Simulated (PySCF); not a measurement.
Species: C3H3O3 (charge -1).
Bonds: C1–C2 (double), C2–O3, C2–C4, C4–O5 (double), C4–O6. Hydrogens: H7, H8 on C1; H9 on O6.

A GFN2-xTB structure was refined with PBE0-D3(BJ)/def2-SVP geometry optimisation, gas phase in PySCF 2.14.0. Its GFN2-xTB values:

```csv
coordinate,GFN2-xTB
C1=C2,1.370 Å
C1–H7,1.075 Å
C1–H8,1.079 Å
C2–O3,1.264 Å
C2–C4,1.505 Å
C4=O5,1.217 Å
C4–O6,1.379 Å
O6–H9,0.971 Å
C1–C2–O3,127.7°
C1–C2–C4,115.3°
C2–C4–O5,126.9°
C2–C4–O6,116.1°
O3–C2–C4,117.1°
O5–C4–O6,117.0°
C1–C2–C4–O5,180°
```

Task: How do these coordinates change at the PBE0-D3(BJ)/def2-SVP level?

Result: 
| coordinate | PBE0-D3(BJ)/def2-SVP (Å or °) | change |
| --- | --- | --- |
| C2–C4 | 1.541 | +0.036 |
| C1=C2 | 1.387 | +0.017 |
| C1–H8 | 1.095 | +0.016 |
| C1–H7 | 1.090 | +0.015 |
| C2–O3 | 1.251 | -0.013 |
| C4–O6 | 1.366 | -0.013 |
| C4=O5 | 1.211 | -0.006 |
| O6–H9 | 0.969 | -0.002 |
| C1–C2–O3 | 130.3 | +2.6 |
| O3–C2–C4 | 115.0 | -2.1 |
| C2–C4–O5 | 125.3 | -1.6 |
| O5–C4–O6 | 118.1 | +1.1 |
| C1–C2–C4 | 114.6 | -0.7 |
| C2–C4–O6 | 116.6 | +0.5 |
| C1–C2–C4–O5 | 179 | -1 |

The energy falls by 6.4 kJ/mol over 10 energy and gradient evaluations, the largest force component goes from 0.0323 to 2.6e-04 Eh/bohr, and the atoms move by 0.035 Å rms after alignment. The bond that changes most is C2–C4 (vinylic carbon bearing oxygen to carboxylic acid carbon), which lengthens by 0.036 Å. Bonds longer at the end by more than 0.005 Å: 4 of 8; shorter: 3. Rotational constants go from 5936, 3618, 2248 to 5872, 3615, 2238 MHz.

The run used 99 basis functions and 74 SCF cycles in all.

No PBE0-D3(BJ)/def2-SVP frequencies stand behind this structure, so it isn't proved a minimum. The geometry's basis has no diffuse functions, a weakness for an anion.

The values belong to the conformer `[CH2:1]=[C:2]([O-:3])[C:4](=[O:5])[OH:6]`: C1–C2–C4–O5 179°, H–O6–C4–C2 180°.
